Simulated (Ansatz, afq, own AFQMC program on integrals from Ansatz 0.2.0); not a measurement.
# Atomization energy of BNH, doublet

```yaml
atoms:
  - { symbol: B, position_ang: [0.0000, 0.0000, 0.0439] }
  - { symbol: N, position_ang: [0.0000, 0.0000, -1.2617] }
  - { symbol: H, position_ang: [0.0000, 0.0000, 1.2178] }
```

Connectivity, by distances: BH–N.

Atoms in their ground-state spins without spin–orbit coupling (mostly on UHF) minus the molecule (UHF), without zero-point energy. The geometry is a stationary point, not shown to be a minimum.

Basis cc-pVDZ. Noble-gas cores (and the filled d shells of Ga–Kr and In–Xe) are frozen. AFQMC by an in-house program on the Cholesky factors that Ansatz 0.2.0 writes for its CCSD(T) run. ph-AFQMC/CISD is guided by a CISD state made of CCSD amplitudes; releasing the constraint for a short imaginary time cuts its bias at the price of noise, slowly where states lie close. ± is one standard error of the sampling. The errors of all members are added in quadrature.

No full CI on the walks' own integrals is used here; CCSDTQ serves as the reference and is uncertain by about the last step of the cluster series. Each member takes its own surest rung, up to full CI.

The best estimate is CCSD(T) at the basis-set limit (CBS: def2-TZVPP and def2-QZVPP, with their diffuse functions for anions and beside diffuse sets, CCSD(T) itself extrapolated) plus the step from CCSD(T) to CCSDTQ in cc-pVDZ. Rows without CBS are in cc-pVDZ, the functionals in def2-TZVP; B2PLYP and the wave-function rows carry a basis error of their own. Core correlation and relativity beyond core potentials are missing, and ± holds the sampling alone.

Cautions: BNH (doublet): its ph-AFQMC/CISD value lies 22 ± 5 meV above CCSDTQ.

Best estimate: 215.6 kcal/mol.

```csv
level,atomization energy (kcal/mol),error against the best estimate (kcal/mol)
HF,138.2,-77.4
MP2,195.9,-19.7
CCSD,187.7,-27.9
CCSD(T),191.5,-24.1
ph-AFQMC/CISD,191.8 ± 0.1,-23.8 ± 0.1
released AFQMC,192.2 ± 0.09,-23.4 ± 0.09
HF/CBS,143.9,-71.7
MP2/CBS,219.2,3.6
CCSD(T)/CBS,214.9,-0.7
PBE,230.4,14.8
r2SCAN,220.9,5.3
PBE0,220.5,4.9
B3LYP,224.2,8.6
wB97M-V,222.4,6.8
B2PLYP,219.4,3.8
surest rungs in cc-pVDZ,192.2,-23.4
```

Correlation beyond CCSD(T) adds 0.7 kcal/mol. Going to the basis-set limit adds 23.4 kcal/mol at CCSD(T). The perturbative (T) step is worth +3.8 kcal/mol. The functionals spread over 11.0 kcal/mol; B2PLYP comes nearest and PBE is 14.8 kcal/mol too high.

Best estimates are given only where the step beyond CCSD(T) is under 0.3 eV and no member's determinant is very poor (T1 over 0.05, or 0.07 for open shells, ⟨S²⟩ too high by 0.3, two states mixed), so the hardest cases are missing from such tables.

The functionals ran in a triple-zeta set and keep a basis error of their own, a few kJ/mol for each bond in atomization energies and more for double hybrids, so close places among them and the extrapolated levels can swap.

Each member of a difference takes its own highest rung, so a best estimate needn't equal the limit plus the step of one row. A walk keeps the symmetry of its determinant, which the program's search chose and which needn't be the lowest solution, so a lower state of the same spin and another symmetry isn't excluded. Released energies are given only where the last usable release times agree within the noise; a slower fall can still hide under it.
